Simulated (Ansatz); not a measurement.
in.yaml

```yaml
crystal:
  periodic: [false, false, false]
  atoms:
    - {symbol: As, position_ang: [0.000000, -0.033912, -0.005904]}
    - {symbol: H, position_ang: [0.000000, 1.038787, -1.096803]}
    - {symbol: H, position_ang: [0.000000, 1.481935, 1.535670]}
basis:
  gaussian: {orbitals: cc-pVDZ}
total_charge: 1
magnetization: {spin_polarized: false}
correlation: {method: ccsdtq, electrons: outside_noble_gas}
```

```sh
$ ansatz run in.yaml --threads 1 --pin off --events-out ev --progress --plain --max-ram 2393MiB
```

Output:

```
699 factors; integrals over basis functions are off by at most 1.4e-7 eV
mean field evaluation 1: about -60814.8468 eV, gradient 6.1e0 eV
mean field evaluation 2: about -60814.8549 eV, gradient 6.1e0 eV
mean field evaluation 4: about -60815.0368 eV, gradient 2.9e-1 eV
mean field evaluation 8: about -60815.0376 eV, gradient 7.0e-4 eV
mean field evaluation 16: about -60815.0376 eV, gradient 3.4e-6 eV
mean field -60815.03761378 eV, -2234.9114103934 hartree, gradient 3.4e-6 eV, S^2 0.000000; 0 other end points of the search recorded, 0 dependent functions left out; unrestricted orbitals would lower it
14 core orbitals not correlated: weight in the atoms' cores, before any rotation towards them, 1.000 or more for the frozen orbitals, at most 0.000 for the correlated occupied ones
reference -60815.03761378 eV, -2234.9114103934 hartree; 3, 3 occupied and 20, 20 virtual orbitals, 699 factors
second order -2.62159484 eV of doubles, -0.00000000 eV of singles
cycle   1  -3.18442116 eV  change   -5.6e-1 eV  update   8.2e-2
cycle   2  -3.64927240 eV  change   -4.6e-1 eV  update   4.4e-2
cycle   3  -3.66221614 eV  change   -1.3e-2 eV  update   1.2e-2
cycle   4  -3.66970626 eV  change   -7.5e-3 eV  update   5.2e-3
cycle   5  -3.67236386 eV  change   -2.7e-3 eV  update   1.9e-3
cycle   6  -3.67089518 eV  change    1.5e-3 eV  update   7.9e-4
cycle   7  -3.67072774 eV  change    1.7e-4 eV  update   3.2e-4
cycle   8  -3.67112393 eV  change   -4.0e-4 eV  update   1.3e-4
cycle   9  -3.67099867 eV  change    1.3e-4 eV  update   6.9e-5
cycle  10  -3.67097845 eV  change    2.0e-5 eV  update   3.9e-5
cycle  11  -3.67096908 eV  change    9.4e-6 eV  update   2.3e-5
cycle  12  -3.67098490 eV  change   -1.6e-5 eV  update   1.3e-5
cycle  13  -3.67098714 eV  change   -2.2e-6 eV  update   5.1e-6
cycle  14  -3.67098446 eV  change    2.7e-6 eV  update   2.8e-6
cycle  15  -3.67098309 eV  change    1.4e-6 eV  update   9.8e-7
cycle  16  -3.67098358 eV  change   -4.9e-7 eV  update   3.3e-7
cycle  17  -3.67098383 eV  change   -2.5e-7 eV  update   1.4e-7
Total energy: -60818.70859761 eV, -2235.0463165609 hartree
```

For the same geometry and basis full CI lies 0.1 meV lower.

Ran on 1 thread of Arm Neoverse V1, shared host: 6 s wall, 0.12 GiB peak host memory.
